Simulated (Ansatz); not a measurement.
Input file for C$_{3}$H$_{4}$FN (`CC1(F)C=N1`):

```yaml
crystal:
  periodic: [false, false, false]
  atoms:
    - {symbol: C, position_ang: [0.982358, -0.027527, 0.579077]}
    - {symbol: C, position_ang: [-0.094385, 0.142178, -0.437223]}
    - {symbol: F, position_ang: [0.439111, 0.307768, -1.689887]}
    - {symbol: C, position_ang: [-1.454580, -0.266017, -0.363658]}
    - {symbol: N, position_ang: [-1.283670, 0.969407, -0.179136]}
    - {symbol: H, position_ang: [1.585152, -0.909518, 0.354412]}
    - {symbol: H, position_ang: [1.636902, 0.846890, 0.571754]}
    - {symbol: H, position_ang: [0.550854, -0.136772, 1.573419]}
    - {symbol: H, position_ang: [-2.273244, -0.972711, -0.425859]}
basis:
  gaussian: {orbitals: def2-TZVPP}
correlation: {method: ccsd_t}
output: {orbitals: {seedname: orbitals}}
```

```sh
$ ansatz run in.yaml --threads 2 --pin off --events-out ev --progress --plain --max-ram 4352MiB
```

Output of Ansatz, abridged:

```
Functional definition: HF
1291 factors; integrals over basis functions are off by at most 9.4e-4 eV
mean field evaluation 1: about -7339.7896 eV, gradient 3.5e1 eV
mean field evaluation 2: about -7340.0621 eV, gradient 3.6e1 eV
mean field evaluation 4: about -7343.0169 eV, gradient 4.9e0 eV
mean field evaluation 8: about -7343.0889 eV, gradient 3.5e-1 eV
mean field -7343.08949176 eV, -269.8535614973 hartree, gradient 8.6e-6 eV, S^2 0.000000; 0 other end points of the search recorded, 0 dependent functions left out
5 core orbitals not correlated: weight in the atoms' cores, before any rotation towards them, 1.000 or more for the frozen orbitals, at most 0.000 for the correlated occupied ones
reference -7343.08949176 eV, -269.8535614973 hartree; 14, 14 occupied and 192, 192 virtual orbitals, 1291 factors
second order -25.32438550 eV of doubles, -0.00000000 eV of singles
cycle   1  -25.11482696 eV  change    2.1e-1 eV  update   1.1e-1
cycle   2  -25.73780566 eV  change   -6.2e-1 eV  update   3.2e-2
cycle   3  -25.87421059 eV  change   -1.4e-1 eV  update   1.5e-2
cycle   4  -25.86487307 eV  change    9.3e-3 eV  update   3.7e-3
cycle   5  -25.86469098 eV  change    1.8e-4 eV  update   1.7e-3
cycle   6  -25.86627018 eV  change   -1.6e-3 eV  update   4.9e-4
cycle   7  -25.86617943 eV  change    9.1e-5 eV  update   2.2e-4
cycle   8  -25.86606595 eV  change    1.1e-4 eV  update   8.6e-5
cycle   9  -25.86608682 eV  change   -2.1e-5 eV  update   4.5e-5
cycle  10  -25.86608084 eV  change    6.0e-6 eV  update   1.9e-5
perturbative correction -1.11110314 eV, -0.0408322873 hartree
Total energy: -7370.06667574 eV, -270.8449547230 hartree
```

It took 82 s on 2 threads of an Intel Xeon Platinum 8488C on a shared host, with 3.2 GiB of host memory at the peak.

Correlation energy per correlated electron: -0.963 eV. T1 diagnostic: 0.0115.
